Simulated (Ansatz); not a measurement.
HC–SeH, triplet: reading a ladder of total energies

Geometry: displaced at random from a stationary point.

```tsv
atom	x (Å)	y (Å)	z (Å)
C	0.0028	0.0571	1.5464
Se	-0.0115	-0.0252	-0.2583
H	0.6724	-0.0463	2.3236
H	0.1915	1.3433	-0.5128
```

Basis cc-pVDZ; Ansatz 0.2.0. Only valence electrons are correlated (noble-gas cores and the filled d shells of p-block atoms frozen), which leaves 12 electrons in 36 orbitals. R marks a restricted (for open shells ROHF) determinant, U an unrestricted one. No spin–orbit coupling is included, and no scalar relativity.

Full CI isn't at hand for all of this; UCCSDT(Q) serves as the reference, and is uncertain by about the last step of the cluster series.

Runs differ by some tens of microhartree through their thresholds and, for an open shell, their frozen cores, so steps under 0.03 kcal/mol mean nothing.

```csv
level,total energy (hartree)
UHF,-2438.736836
UMP2,-2438.940266
UCCSD,-2438.973015
UCCSD(T),-2438.979311
UCCSDT,-2438.980249
UCCSDT(Q),-2438.980666
```

What is the correlation energy at UCCSDT(Q), and what share of it do UMP2 and UCCSD recover?

E(corr) = -2438.980666 − (-2438.736836) = -0.243830 hartree = -6.635 eV. UMP2: -0.203430 / -0.243830 = 83.43 %. UCCSD: -0.236179 / -0.243830 = 96.86 %.

By how many kcal/mol does UCCSD(T) miss UCCSDT(Q) (1 hartree = 627.509 kcal/mol), and which steps make up the rest?

-2438.979311 − (-2438.980666) = 0.001355 hartree = 0.85 kcal/mol. Steps: UCCSDT − UCCSD(T) = -0.59, UCCSDT(Q) − UCCSDT = -0.26 kcal/mol. Differences between like states or geometries often cancel part of this.
